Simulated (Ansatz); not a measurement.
A nudged elastic band was laid between two geometries of B$_{2}$H$_{5}$Si (8 atoms, charge 0, multiplicity 2).

Level of theory: Ansatz 0.2.0, UKS CAM-B3LYP/STO-3G.

| Quantity | Value |
| --- | --- |
| movable images | 5 |
| climbing image | yes |
| spring | 5.0 eV/Å² |
| optimiser | quadratic models (default) |
| start path | IDPP |
| force threshold | 0.03 eV/Å |
| iteration limit | 60 |
| end points | relaxed |

Image 0:

```xyz
8
Properties=species:S:1:pos:R:3
B -1.095 0.773 -1.067
Si 0.036 0.432 0.423
B 1.064 -1.142 0.706
H -1.223 -0.016 -1.918
H -1.687 1.776 -1.163
H 0.126 1.464 1.428
H 1.740 -1.264 1.651
H 1.039 -2.023 -0.060
```

Image 6:

```xyz
8
Properties=species:S:1:pos:R:3
B -1.099 0.771 -1.066
Si 0.036 0.432 0.423
B 1.066 -1.141 0.706
H -1.228 -0.019 -1.916
H -1.689 1.774 -1.162
H 0.127 1.464 1.426
H 1.040 -2.023 -0.059
H 1.747 -1.259 1.648
```

(1) Which bonds break or form, and what moves?

(2) What energy profile does the band end with?

(3) What is the geometry of the highest image?

(4) What are the harmonic wavenumbers there?

Results:

(1) No bond is made or broken. The dihedral B1–Si2–B3–H8 goes from -1 to 179°. The two ends are copies of one structure, up to a mirror image or an exchange of like atoms.

(2) The forces met the threshold. The highest image is number 3 of 0 to 6, 0.294 eV above the ends, which have the same energy within 2 meV. A vibrational analysis at the climbing image gives one clearly imaginary mode, 345i cm⁻¹: a first-order saddle point. Limits of this set-up: minimal basis.

```json
{"image": "0", "path coordinate (Å)": "0.00", "energy (eV)": "0.000", "dihedral B1–Si2–B3–H8 (°)": "-1"}
{"image": "1", "path coordinate (Å)": "0.67", "energy (eV)": "0.057", "dihedral B1–Si2–B3–H8 (°)": "32"}
{"image": "2", "path coordinate (Å)": "1.33", "energy (eV)": "0.204", "dihedral B1–Si2–B3–H8 (°)": "62"}
{"image": "3", "path coordinate (Å)": "2.00", "energy (eV)": "0.294", "dihedral B1–Si2–B3–H8 (°)": "90"}
{"image": "4", "path coordinate (Å)": "2.66", "energy (eV)": "0.205", "dihedral B1–Si2–B3–H8 (°)": "116"}
{"image": "5", "path coordinate (Å)": "3.32", "energy (eV)": "0.059", "dihedral B1–Si2–B3–H8 (°)": "147"}
{"image": "6", "path coordinate (Å)": "3.98", "energy (eV)": "0.000", "dihedral B1–Si2–B3–H8 (°)": "179"}
```

(3) 
```xyz
8
Properties=species:S:1:pos:R:3:forces:R:3
B -1.524 0.509 -0.650 -0.01 -0.02 0.00
Si 0.130 0.540 0.199 0.03 0.01 0.01
B 1.348 -0.955 0.461 -0.01 0.01 -0.01
H -1.951 -0.483 -1.087 0.00 0.00 0.00
H -2.155 1.483 -0.750 0.00 0.01 0.00
H 0.677 1.763 0.738 -0.01 0.00 0.00
H 1.303 -1.631 1.418 0.00 0.00 0.00
H 2.170 -1.225 -0.330 0.00 0.00 0.00
```

(4) 345i, 175, 193, 467, 699, 727, 745, 886, 898, 945, 1044, 1392, 1400, 2684, 2993, 3007, 3128, 3153 cm⁻¹.

The run took 64 s on 1 thread of Arm Neoverse V1, on a shared host, peak memory 0.1 GiB.
